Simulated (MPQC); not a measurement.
# CO2 (carbon dioxide): levels of theory compared

Wanted: a comparison of 4 runs (HF/def2-SVP, HF/6-311G**, PBE/3-21G, B3LYP/6-31G*) of CO2 (carbon dioxide). 

The results are computed with MPQC 2.3.1.

3 further runs of the same task are left out: 2 that didn't finish, 1 set aside as unsound or not needed.

### 1 Starting point

CO2: 3 atoms, total charge 0, spin state singlet. As SMILES, `O=C=O`. Geometry: relaxed at GFN2-xTB.

Bond lengths: O1–C2 1.144 Å, C2–O3 1.144 Å. Angles: O1–C2–O3 180.0°.

### 2 Energy and gradient at HF/def2-SVP (run 1)

File mol.in:

```
molecule<Molecule>: (
   symmetry = c1
   unit = angstrom
   { atoms geometry } = {
      O  [ 0.367370      -1.079490       0.087210 ]
      C  [ 0.000170       0.000090       0.000100 ]
      O  [ -0.367540       1.079400      -0.087300 ]
   }
)
basis<GaussianBasisSet>: (
   name = "def2-SVP"
   molecule = $:molecule
   basisdir = "."
   puream = yes
)
mpqc: (
   checkpoint = no
   savestate = no
   restart = no
   do_energy = yes
   do_gradient = yes
   optimize = no
   mole<CLHF>: (
      molecule = $:molecule
      basis = $:basis
      total_charge = 0
      memory = 1000000000
      print_evals = yes
      print_npa = yes
      maxiter = 120
      value_accuracy = 1e-08
      guess_wavefunction<CLHF>: (
         molecule = $:molecule
         total_charge = 0
         memory = 1000000000
         value_accuracy = 1e-3
         basis<GaussianBasisSet>: (
            name = "STO-3G"
            molecule = $:molecule
         )
      )
   )
)
```

The basis set def2-SVP is read from a file made from the Basis Set Exchange's data (not shown).

Command:

```bash
$ mpqc mol.in > mol.out
```

Output:

```text
MPQC: Massively Parallel Quantum Chemistry
[...]
  LUMO is    12   A =   0.213082
  total scf energy = -187.4871802533
[...]
Value of the MolecularEnergy: -187.4871802533
  Gradient of the MolecularEnergy:
      1    0.0056244007
      2   -0.0166898857
      3    0.0013195569
      4    0.0000554727
      5    0.0001719540
      6    0.0000451631
      7   -0.0056798734
      8    0.0165179317
      9   -0.0013647200
  Function Parameters:
    value_accuracy    = 4.488274e-09 (1.000000e-08) (computed)
[...]
      symmetry = c1
[...]
```

Run time: 0.6 s. Hardware: 1 thread of Arm Neoverse V1, shared host.

### 3 Energy and gradient at HF/6-311G(d,p) (run 2)

mol.in: that of step 2 with these lines changed.

```diff
@@ -1,8 +1,9 @@
+% CO2
 molecule<Molecule>: (
    symmetry = c1
-   unit = angstrom
+   unit = bohr
    { atoms geometry } = {
-      O  [ 0.367370      -1.079490       0.087210 ]
-      C  [ 0.000170       0.000090       0.000100 ]
-      O  [ -0.367540       1.079400      -0.087300 ]
+      O  [ 0.69422869  -2.03994045   0.16480302 ]
+      C  [ 0.00032125   0.00017008   0.00018897 ]
+      O  [ -0.69454994   2.03977038  -0.16497309 ]
    }
@@ -10,3 +11,3 @@
 basis<GaussianBasisSet>: (
-   name = "def2-SVP"
+   name = "6-311G**"
    molecule = $:molecule
@@ -37,3 +38,3 @@
          basis<GaussianBasisSet>: (
-            name = "STO-3G"
+            name = "STO-2G"
             molecule = $:molecule
```

The basis set 6-311G** is read from a file made from the Basis Set Exchange's data (not shown).

Command:

```bash
$ mpqc mol.in > mol.out
```

Output:

```text
MPQC: Massively Parallel Quantum Chemistry
[...]
  LUMO is    12   A =   0.223817
  total scf energy = -187.6872461948
[...]
Value of the MolecularEnergy: -187.6872461948
  Gradient of the MolecularEnergy:
      1    0.0068949019
      2   -0.0204276889
      3    0.0016207176
      4    0.0000607711
      5    0.0001674887
      6    0.0000474809
      7   -0.0069556730
      8    0.0202602002
      9   -0.0016681984
  Function Parameters:
    value_accuracy    = 1.526335e-09 (1.000000e-08) (computed)
[...]
      symmetry = c1
[...]
```

It took 2.3 s on 1 thread of Arm Neoverse V1, shared host; peak memory 0.14 GiB.

Run 3 isn't shown in full; the table further down has it.

### 4 Energy and gradient at B3LYP/6-31G(d) (spherical functions) (run 4)

File run.in:

```
molecule<Molecule>: (
    symmetry = c1
    unit = angstrom
    { atoms geometry } = {
        O  [ 0.367370      -1.079490       0.087210 ]
        C  [ 0.000170       0.000090       0.000100 ]
        O  [ -0.367540       1.079400      -0.087300 ]
    }
)
basis<GaussianBasisSet>: (
    name = "6-31G*"
    molecule = $:molecule
    basisdir = "."
    puream = yes
)
mpqc: (
    checkpoint = no
    savestate = no
    restart = no
    do_energy = yes
    do_gradient = yes
    optimize = no
    mole<CLKS>: (
        molecule = $:molecule
        basis = $:basis
        total_charge = 0
        memory = 1000000000
        print_evals = yes
        print_npa = yes
        maxiter = 120
        value_accuracy = 1e-08
        functional<StdDenFunctional>: ( name = "B3LYP" )
        integrator<RadialAngularIntegrator>: ( grid = xfine )
        guess_wavefunction<ExtendedHuckelWfn>: (
            molecule = $:molecule
            total_charge = 0
            multiplicity = 1
            basis<GaussianBasisSet>: (
                name = "STO-3G"
                molecule = $:molecule
            )
        )
    )
)
```

The basis set 6-31G* is read from a file made from the Basis Set Exchange's data (not shown).

Command:

```bash
$ mpqc run.in > run.out
```

Output:

```text
MPQC: Massively Parallel Quantum Chemistry
[...]
  CLSCF::init: total charge = 0
[...]
  nbasis = 42
[...]
  Integrated electron density error = 0.000058163034
  iter     1 energy = -187.6582675671 delta = 1.62919e-01
  Integrated electron density error = -0.000051322560
  iter     2 energy = -187.7366214714 delta = 7.04782e-02
[...]
  Integrated electron density error = -0.000000225137
  iter    10 energy = -188.5746584123 delta = 2.60431e-06
  Integrated electron density error = -0.000000225137
  iter    11 energy = -188.5746584123 delta = 8.33101e-08
  Integrated electron density error = -0.000000225137
  iter    12 energy = -188.5746584123 delta = 4.64841e-08
[...]
  LUMO is    12   A =   0.048480
  total scf energy = -188.5746584123
[...]
  Integrated electron density error = -0.000000225539
  Total Gradient:
[...]
Value of the MolecularEnergy: -188.5746584123
  Gradient of the MolecularEnergy:
      1   -0.0196367598
      2    0.0576079312
      3   -0.0046714981
      4    0.0000008261
      5    0.0001649539
      6    0.0000161947
      7    0.0196359337
      8   -0.0577728851
      9    0.0046553034
  Closed Shell Kohn-Sham (CLKS) Parameters:
    Function Parameters:
[...]
        symmetry = c1
[...]
```

Wall time 6.6 s (1 thread of Arm Neoverse V1, shared host).

### 5 All runs side by side

```tsv
run	level	starting guess	integration grid	energy (Eh)	HOMO energy (eV)	LUMO energy (eV)	HOMO–LUMO gap (eV)	wall time
1	HF/def2-SVP	STO-3G	–	-187.487180	-14.80	5.80	20.60	0.6 s
2	HF/6-311G**	STO-2G	–	-187.687246	-14.74	6.09	20.83	2.3 s
3	PBE/3-21G	STO-3G	xfine	-187.328939	-8.33	0.58	8.90	4.2 s
4	B3LYP/6-31G* (spherical functions)	huckel STO-3G	xfine	-188.574658	-10.08	1.32	11.39	6.6 s
```

### 6 Results

| quantity | value |
| --- | --- |
| run 4: total energy | -188.57466 Eh |
| run 4: HOMO energy | -10.08 eV |
| run 4: LUMO energy | 1.32 eV |
| run 4: HOMO–LUMO gap | 11.39 eV |
| run 4: largest force on an atom | 3.147 eV/Å |

The HOMO–LUMO gap runs from 8.90 eV (PBE/3-21G) to 20.83 eV (HF/6-311G**). The two ends differ in method and basis. Totals of different functionals can't be ranked against each other. All runs together took 14 s, the longest 6.6 s.
